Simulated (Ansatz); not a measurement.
Worked example: correlation energy of AlP⁺, doublet

Geometry: that of the AlP, singlet, kept fixed.

```xyz
2

Al    0.0000    0.0000    0.0000
P     0.0000    0.0000    2.0726
```

Basis 6-31G; Ansatz 0.2.0. Only valence electrons are correlated (noble-gas cores frozen), which leaves 7 electrons in 16 orbitals. R marks a restricted (for open shells ROHF) determinant.

Full CI is exact within this basis and frozen core; it isn't the basis-set limit.

Runs differ by some tens of microhartree through their thresholds and, for an open shell, their frozen cores, so steps under 0.03 kcal/mol mean nothing.

| level | total energy (hartree) |
| --- | --- |
| RHF | -582.208099 |
| RMP2 | -582.286483 |
| RCCSD | -582.309686 |
| RCCSD(T) | -582.314660 |
| RCCSDT | -582.316095 |
| RCCSDT(Q) | -582.316254 |
| RCCSDTQ | -582.316307 |
| full CI | -582.316293 |

Question: What is the correlation energy at full CI, and what share of it do RMP2 and RCCSD(T) recover?

Answer: E(corr) = -582.316293 − (-582.208099) = -0.108194 hartree = -2.944 eV. RMP2: -0.078384 / -0.108194 = 72.45 %. RCCSD(T): -0.106561 / -0.108194 = 98.49 %.

Question: By how many kcal/mol does RCCSD(T) miss full CI (1 hartree = 627.509 kcal/mol), and which steps make up the rest?

Answer: -582.314660 − (-582.316293) = 0.001633 hartree = 1.02 kcal/mol. Steps: RCCSDT − RCCSD(T) = -0.90, RCCSDT(Q) − RCCSDT = -0.10, RCCSDTQ − RCCSDT(Q) = -0.03, full CI − RCCSDTQ = 0.01 kcal/mol. With more than one leading determinant such errors change with state and geometry, and needn't cancel in differences.
